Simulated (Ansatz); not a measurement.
Process, species as SMILES: ClB(Cl)Cl → Cl[B]Cl + Cl atom
B3LYP-D3(BJ)/def2-TZVP geometries, fixed; electronic energies without zero-point terms.
Largest species:
```
B
Cl 1 1.7452
Cl 1 1.7452 2 120.00
Cl 1 1.7452 2 120.00 3 -180.00
```
Charge 0, spin multiplicity 1.

The bond dissociation energy at MP2 with Ansatz (an electronic-structure program), in kcal/mol, split into its Hartree-Fock and correlation parts. Cores are frozen. Open shells are unrestricted. No added dispersion term, no relativity. Functions are those of the species that has most.

| basis | X | functions | Hartree-Fock | MP2 |
|---|---|---|---|---|
| aug-cc-pV(D+d)Z | 2 | 119 | 88.08 | 119.09 |
| aug-cc-pV(T+d)Z | 3 | 211 | 87.99 | 123.49 |
| aug-cc-pV(Q+d)Z | 4 | 347 | 88.06 | 125.45 |

Worked estimate of the basis-set limit from each neighbouring pair, with Hartree-Fock from the larger set and the correlation part extrapolated as X^-3.
Correlation parts: X = 2: 31.01, X = 3: 35.50, X = 4: 37.39.
- (2,3): (27·(35.50) - 8·(31.01))/19 = 37.39; with Hartree-Fock 87.99 the estimate is 125.38 kcal/mol.
- (3,4): (64·(37.39) - 27·(35.50))/37 = 38.77; with Hartree-Fock 88.06 the estimate is 126.83 kcal/mol.
The last two estimates differ by 1.45 kcal/mol; the largest set lies 1.38 from the last. Over the last step Hartree-Fock moves by 0.07 and the correlation part by 1.89.
